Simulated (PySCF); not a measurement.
difluoromethane cation (CH2F2), SMILES FCF (connectivity only; charge and spin as stated), charge +1, multiplicity 2.

Geometry optimised at B3LYP-D3(BJ)/def2-TZVP. The multiplicity is an assumed one; other spin states were not compared.

Computed with TDA-M06-2X/def2-SVPD in PySCF.

Vertical excitations. Gas-phase values at a fixed geometry.

Computed lowest excited states:
```csv
state,energy (eV),λ (nm),f,main pairs
root 1,3.44,360,0.008,β HOMO−1→LUMO 98 %
root 2,3.64,341,0.000,β HOMO−2→LUMO 99 %
root 3,4.55,272,0.063,β HOMO→LUMO 96 %
root 4,7.59,163,0.058,β HOMO−3→LUMO 95 %
root 5,7.68,161,0.000,β HOMO−4→LUMO 99 %
root 6,7.87,158,0.008,β HOMO−5→LUMO 97 %
root 7,11.19,111,0.007,"α HOMO→LUMO 60 %, β HOMO−6→LUMO 31 %"
root 8,11.63,107,0.121,"α HOMO→LUMO 31 %, α HOMO→LUMO+3 11 %, β HOMO−6→LUMO 53 %"
root 9,11.88,104,0.000,α HOMO→LUMO+2 89 %
root 10,12.02,103,0.121,α HOMO→LUMO+1 86 %
```
Unrestricted roots are not spin-pure.
